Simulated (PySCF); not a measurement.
Delta-SCF ions had no search for a lower state. Excitations are Tamm–Dancoff values on a coarser integration grid. The basis has no diffuse functions, so Rydberg states are missing or too high.

C2H3F, SMILES `C=CF` (charge 0, multiplicity 1)

Method: PBE-D3(BJ)/def2-TZVP // B3LYP-D3(BJ)/def2-TZVP run with PySCF.

| Item | Result |
|---|---|
| HOMO | -6.51 eV |
| dipole moment | 1.27 D |
| LUMO | -0.82 eV |
| HOMO–LUMO gap | 5.69 eV |
| S1 excitation (TDA) | 7.76 eV |
| S1 oscillator strength | 0.009 |
| brightest of the four lowest singlets (TDA) | 8.16 eV |
| T1 excitation (TDA) | 4.62 eV |
| S1–T1 gap (TDA) | 3.14 eV |
| vertical ionisation energy (Delta-SCF) | 10.39 eV |
| total energy | -177.7016 Ha |
| cost | roughly 60 core-seconds |

Bond lengths (Å): C1–C2 1.317, C1–H4 1.081, C1–H5 1.080, C2–F3 1.348, C2–H6 1.082. Angles (°): C2–C1–H4 121.5, C2–C1–H5 119.5, H4–C1–H5 119.0, C1–C2–F3 122.1, C1–C2–H6 126.1, F3–C2–H6 111.8.
Charge 0, spin multiplicity 1.
